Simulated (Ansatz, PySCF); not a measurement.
System: CH$_{5}$Si (charge 0, doublet). It need not be the lowest isomer of its formula. SMILES: C[SiH2]
Structure (B3LYP-D3(BJ)/def2-TZVP (Ansatz, a quantum-chemistry and plane-wave program) minimum search):
```
C
H 1 1.0909
H 1 1.0909 2 108.23
H 1 1.0938 2 108.08 3 116.82
Si 1 1.8820 2 110.96 3 -121.97
H 5 1.4873 1 111.50 2 -58.56
H 5 1.4873 6 109.34 1 123.76
```
Charge 0, spin multiplicity 2.

Property: atomisation energy (electronic, to ground-state atoms), in eV. Cores are frozen in the correlated levels unless marked. UHF or UKS for open shells. Spin-orbit coupling is left out. No relativistic terms. The coupled-cluster limit lacks core correlation, which all-electron functionals hold. Basis-set limits of correlation are two-point, X^-3; Hartree-Fock from the larger set. The bracket is a focal-point correction in the basis named.

```
level                           program  atomisation energy (eV)
-----------------------  --------------  -----------------------
BP86-D4/def2-TZVPD        PySCF + dftd4                    23.62
PBE0-D3(BJ)/def2-TZVPD   Ansatz + dftd3                    23.00
PBE0-D4/def2-TZVPD       Ansatz + dftd4                    22.99
BHLYP-D3(BJ)/def2-TZVPD  Ansatz + dftd3                    22.82
```

### Question
Predict the RI-MP2/CBS(def2-TZVPPD,def2-QZVPPD)+[CCSD(T)-MP2]/def2-TZVPPD result (Ansatz).

### Answer
23.03 eV
